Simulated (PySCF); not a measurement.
Species: C5H9N.
SMILES with atom numbers: `[CH3:1]/[CH:2]=[N:3]/[CH:4]1[CH2:5][CH2:6]1` (hydrogens: H7, H8, H9 on C1; H10 on C2; H11 on C4; H12, H13 on C5; H14, H15 on C6)

Method used: PySCF, PBE0-D3(BJ)/def2-SVP geometry optimisation, gas phase.

List the bond lengths, angles and torsions at this level.

```
               bond  length (pm)   order
              C1–C2        149.0  single
              C2=N3        126.7  double
              N3–C4        141.1  single
       C4–C5, C4–C6        150.6  single
              C5–C6        149.2  single
C1–H7, C1–H8, C1–H9        110.1  single
             C2–H10        111.2  single
             C4–H11        110.2  single
     C5–H12, C6–H15        109.2  single
     C5–H13, C6–H14        109.3  single
```

Bonds in one row agree within 1 pm and their mean is given. Orders are formal, as drawn. A selection of angles:
```
     angle  degrees
  C2–C1–H7    110.8
  C2–C1–H9    110.1
  H7–C1–H8    106.6
  H7–C1–H9    109.3
  C1–C2–N3    122.4
 C1–C2–H10    116.5
 N3–C2–H10    121.1
  C2–N3–C4    119.2
  N3–C4–C5    116.8
 N3–C4–H11    117.2
  C5–C4–C6     59.4
 C5–C4–H11    117.0
  C4–C5–C6     60.3
 C4–C5–H12    115.8
 C4–C5–H13    117.6
 C6–C5–H12    117.8
 C6–C5–H13    119.0
H12–C5–H13    115.2
```

Dihedral angles: C1–C2–N3–C4 180° (antiperiplanar); C2–N3–C4–C5 146° (anticlinal); N3–C4–C5–C6 107° (anticlinal); N3–C4–C6–C5 -107° (anticlinal).

Of the pairs four or more bonds apart, H10···H11 is among the closest relative to their van der Waals radii: 2.26 Å, 94 % of the sum of Bondi's values. The C–N distances run from 1.267 Å (C2=N3, drawn double) to 1.411 Å (N3–C4, drawn single), a spread of 0.144 Å. The 3-membered ring C4–C5–C6 has internal angles of 59.4° to 60.3°.

Point group: Cs (tolerance 0.08 Å). PBE0-D3(BJ)/def2-SVP frequencies: not computed here. One conformer, not necessarily the lowest.
